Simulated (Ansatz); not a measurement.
C₄H₆, charge +1, doublet, geometry from GFN2-xTB of the parent state (a state made from the parent by changing its charge; the spin is typed, not shown lowest); B3LYP/6-31G in Ansatz (a first-principles code).

Here is a job for Ansatz.
Ansatz 0.2 input:
```yaml
crystal:
  periodic: [false, false, false]
  atoms:
    - {symbol: C, position_ang: [0.00350171, 0.00681221, 2.04717461]}
    - {symbol: C, position_ang: [0.00102454, 0.00199315, 0.59897157]}
    - {symbol: C, position_ang: [-0.00102454, -0.00199315, -0.59897157]}
    - {symbol: C, position_ang: [-0.00350171, -0.00681221, -2.04717461]}
    - {symbol: H, position_ang: [-0.01660974, 1.03166869, 2.41791685]}
    - {symbol: H, position_ang: [-0.87195983, -0.52171478, 2.42454899]}
    - {symbol: H, position_ang: [0.90099445, -0.48578258, 2.42139677]}
    - {symbol: H, position_ang: [-0.02489300, 1.01555447, -2.42465823]}
    - {symbol: H, position_ang: [0.89271120, -0.50189680, -2.42117830]}
    - {symbol: H, position_ang: [-0.88024308, -0.53782899, -2.41802609]}
basis:
  gaussian:
    orbitals: 6-31G
hamiltonian:
  xc: b3lyp
total_charge: 1
magnetization: {spin_polarized: false, initial_magnetization: 1}
```

It wrote (shortened):

```
Functional definition: B3LYP
700 factors; integrals over basis functions are off by at most 1.8e-4 eV
mean field evaluation 1: about -4226.2466 eV, gradient 5.4e1 eV
mean field evaluation 2: about -4226.5128 eV, gradient 5.4e1 eV
mean field evaluation 4: about -4234.0243 eV, gradient 2.2e0 eV
mean field evaluation 8: about -4234.0452 eV, gradient 2.3e-1 eV
mean field evaluation 16: about -4234.0454 eV, gradient 8.0e-6 eV
mean field evaluation 32: about -4234.0391 eV, gradient 1.2e0 eV
mean field -4234.04541547 eV, -155.5982990793 hartree, gradient 7.0e-6 eV, S^2 0.750000; 1 other end points of the search recorded, 0 dependent functions left out
reference -4234.04560955 eV, -155.5983062118 hartree; 15, 14 occupied and 33, 34 virtual orbitals, 700 factors
Total energy: -4234.04560955 eV, -155.5983062118 hartree
```
